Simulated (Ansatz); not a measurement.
Compare A (`C=COC(C)=O`) with its isomer B (`COC1C=CO1`).

Isolated molecules relaxed with PBE0-D4/def2-TZVP in Ansatz; ΔE leaves out vibrations. CBS: MP2 limit from def2 TZ/QZ plus the TZ coupled-cluster correction, frozen cores. Functionals use def2-TZVPP. B3LYP here is the variant with VWN-RPA as its local correlation; programs differ in this. Each species was taken in one conformer, which may not be the lowest.

A:

```xyz
12

C    -1.463    1.242    1.655
C    -0.766    1.091    0.543
O    -0.126   -0.094    0.286
C     0.581   -0.195   -0.871
C     1.203   -1.550   -0.976
O     0.674    0.689   -1.672
H    -1.550    0.448    2.385
H    -1.964    2.181    1.845
H    -0.644    1.846   -0.223
H     0.426   -2.316   -0.949
H     1.859   -1.722   -0.121
H     1.768   -1.620   -1.902
```

B:

```xyz
12

C    -0.959    0.162    1.738
O     0.216    0.389    0.984
C     0.267   -0.329   -0.164
C     1.420   -0.076   -1.089
C     0.515    0.312   -1.985
O    -0.631    0.190   -1.241
H    -1.074   -0.904    1.972
H    -0.854    0.724    2.665
H    -1.843    0.511    1.198
H    -0.014   -1.380   -0.016
H     2.485   -0.218   -1.040
H     0.472    0.618   -3.022
```

Problem. Which is lower in electronic energy at CCSD(T)/CBS, and by how much? (An estimate is asked.)

Solution. Computed: A, by 195.4 kJ/mol.

Problem. Give E(B) − E(A) in kJ/mol with B3LYP-D4, PBE-D4, HF/def2-TZVPP, B2PLYP, ωB97M-V, B3LYP, PBE0-D4. (Best estimate.)

Solution. The calculation gave: B3LYP-D4 211.5, PBE-D4 196.0, HF/def2-TZVPP 227.4, B2PLYP 208.4, ωB97M-V 198.2, B3LYP 213.3, PBE0-D4 194.4. None reverses the order clearly.

Largest T1 diagnostic: 0.014.

In def2-TZVPP, CCSD(T) changes the Hartree–Fock value by −30.5 kJ/mol (the triples alone add −1.9 kJ/mol) and MP2 by −33.0 kJ/mol.
